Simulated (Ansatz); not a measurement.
Basis-set series for the Si atom. Total charge 0; spin multiplicity 3. A free atom.

```csv
functional,basis,functions,energy (Eh),HOMO (eV),LUMO (eV)
PBE0,def2-TZVPP,42,-289.24948,-5.61,-3.37
PBE0,def2-QZVPP,70,-289.25867,-5.62,-3.40
ωB97M-V,def2-TZVPP,42,-289.35250,-7.25,-1.28
ωB97M-V,def2-QZVPP,70,-289.36173,-7.30,-1.37
```

**Question.** Give the rows for def2-SVP. (An estimate is asked.)

**Answer.** Ansatz gave: 
```
functional     basis  functions  energy (Eh)  HOMO (eV)  LUMO (eV)
      PBE0  def2-SVP         18   -289.15194      -5.52      -3.29
   ωB97M-V  def2-SVP         18   -289.25435      -7.13      -1.09
```

HOMO and LUMO are taken over both spins.
